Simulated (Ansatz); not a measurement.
Saddle point of CH5FSi, singlet (CH₄Si ([CH3][SiH]) + HF → CH₅FSi ([CH3][SiH2][F]); bonds formed: Si1–H3, Si1–F4; bonds broken: H3–F4), PBE0-D4/def2-TZVP structure:

```
8
angstrom
Si -0.9201 -0.1038 -0.2162
C 0.8185 -0.6324 0.2355
H -1.1974 1.0656 -1.4132
F -0.6400 1.7997 -0.7740
H -1.5628 0.1217 1.1232
H 1.4589 -0.7575 -0.6381
H 0.7720 -1.5890 0.7678
H 1.2711 0.0959 0.9150
```

Energies are electronic, without zero-point energy. Barriers and step energies count from the start structure reached by relaxing down the imaginary mode; all methods use the PBE0-D4 structures, on which another method's saddle can fall below an end. Ansatz 0.2.0; basis: def2-TZVPP, with def2-QZVPP for the basis limit; cores frozen in the correlated methods. B3LYP uses VWN-RPA correlation. Extrapolation: Hartree–Fock as exp(−7.88 √X), correlation as X^−2.97.

```json
{"method": "SPW92", "barrier (kcal/mol)": "?", "step energy (kcal/mol)": "-80.20"}
{"method": "PBE-D4", "barrier (kcal/mol)": "1.80", "step energy (kcal/mol)": "-78.47"}
{"method": "BLYP-D4", "barrier (kcal/mol)": "3.83", "step energy (kcal/mol)": "-78.98"}
{"method": "r2SCAN-D4", "barrier (kcal/mol)": "2.63", "step energy (kcal/mol)": "-86.14"}
{"method": "B97M-V", "barrier (kcal/mol)": "?", "step energy (kcal/mol)": "-83.44"}
{"method": "PBE0-D4", "barrier (kcal/mol)": "5.93", "step energy (kcal/mol)": "-82.58"}
{"method": "B3LYP-D4", "barrier (kcal/mol)": "6.79", "step energy (kcal/mol)": "-82.62"}
{"method": "r2SCAN0-D4", "barrier (kcal/mol)": "6.37", "step energy (kcal/mol)": "-87.43"}
{"method": "BHLYP-D4", "barrier (kcal/mol)": "11.52", "step energy (kcal/mol)": "-87.11"}
{"method": "CAM-B3LYP-D4", "barrier (kcal/mol)": "7.27", "step energy (kcal/mol)": "-85.32"}
{"method": "wB97X-V", "barrier (kcal/mol)": "7.66", "step energy (kcal/mol)": "-85.68"}
{"method": "wB97M-V", "barrier (kcal/mol)": "8.66", "step energy (kcal/mol)": "-81.92"}
{"method": "B2PLYP", "barrier (kcal/mol)": "7.56", "step energy (kcal/mol)": "-84.74"}
{"method": "PBE-QIDH", "barrier (kcal/mol)": "8.39", "step energy (kcal/mol)": "-86.71"}
{"method": "RPA on PBE", "barrier (kcal/mol)": "9.27", "step energy (kcal/mol)": "-81.20"}
{"method": "HF", "barrier (kcal/mol)": "20.88", "step energy (kcal/mol)": "-90.31"}
{"method": "MP2", "barrier (kcal/mol)": "?", "step energy (kcal/mol)": "-86.72"}
{"method": "CCSD", "barrier (kcal/mol)": "12.55", "step energy (kcal/mol)": "-84.12"}
{"method": "CCSD(T)", "barrier (kcal/mol)": "10.13", "step energy (kcal/mol)": "-83.26"}
```

Q: Fill in the withheld barriers. (To be estimated.)

A: Computed: MP2 8.29; SPW92 -1.87; B97M-V 7.24 kcal/mol. Each is the energy of the saddle less that of the start structure, by the same method.

For comparison, the barrier by CCSD(T) at an estimated basis limit (MP2 extrapolated from triple and quadruple zeta, plus CCSD(T) − MP2 in triple zeta) is 9.23 kcal/mol.

T1 diagnostic: at most 0.015. The restricted Hartree–Fock reference is unstable towards an unrestricted one at one or more of these structures.

Losses and insertions of silylenes and their heavier kin drive the gas-phase chemistry of silicon and germanium vapour deposition.

Labels in which every atom is bracketed show which atoms are joined, not bond orders.

For scale, one of the runs: CCSD(T)/def2-TZVPP, 174 basis functions, launched by `ansatz run in.yaml --threads 2 --pin off --events-out ev --progress --plain --max-ram 4352MiB`. The run took 34 s on 2 CPU threads of an Arm Neoverse V1 (shared host), with 1.5 GiB of host memory at its peak.
